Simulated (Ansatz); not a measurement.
# Bulk modulus of some III–V compounds, all zinc-blende

Method: r²SCANh in Ansatz (plane waves, PAW). References are measured values corrected to a static lattice. The table is a random draw of 6 from 7 solids with such references.

Values in GPa.

| solid | reference | r²SCANh | error (%) |
|---|---|---|---|
| zinc-blende GaAs | 76.7 | 75.4 | -1.7 |
| zinc-blende BP | 176 (168–176) | 173 | -1.7 |
| zinc-blende InSb | 46.1 | 46.0 | -0.2 |
| zinc-blende InAs | 58.6 | 60.4 | +3.1 |
| zinc-blende InP | 72 | 71.1 | -1.3 |
| zinc-blende GaP | 89.6 | 90.7 | +1.2 |

Over these 6 solids the mean error is -0.1 %, the mean absolute error 1.5 % (median 1.5 %), and the worst case zinc-blende InAs at +3.1 %; the value is below the reference in 4 of 6 cases. Over all 7, from unrounded values, the mean error is -0.4 % and the mean absolute error 1.7 % (median 1.7 %).

All these references are brought to a static lattice.

Spin–orbit coupling is left out, also for the solids with elements from indium on (zinc-blende InSb, zinc-blende InAs, zinc-blende InP); its size isn't shown.

Brackets give the range of the sources taken for a reference, where it is wide; it can hold other temperatures.

Differences are worked out from the printed values.

Each level is taken at its own relaxed cell. Ansatz's density-functional and Hartree–Fock values are scalar-relativistic unless marked +SOC, with PAW data made under PBE.

Not in this set, of the III–V compounds with a reference value in our tables and a result at some level: 3 for a reference at room or unstated temperature; 1 for no value at r²SCANh (not run, a failed fit, an unstable or unbound cell, or a value held back for tests); 1 for a high-temperature or high-pressure phase; 1 for sources at odds. These can be a level's best or worst cases. At least 2 more with a reference value are held back for tests. Solids without a released value at any level aren't counted. Layered and molecular crystals are counted apart.

References as tabulated in Mejia-Rodriguez and Trickey (2018), arXiv:1807.09216; Goldzak et al. (2022), arXiv:2208.04865.

Ansatz is a first-principles code.
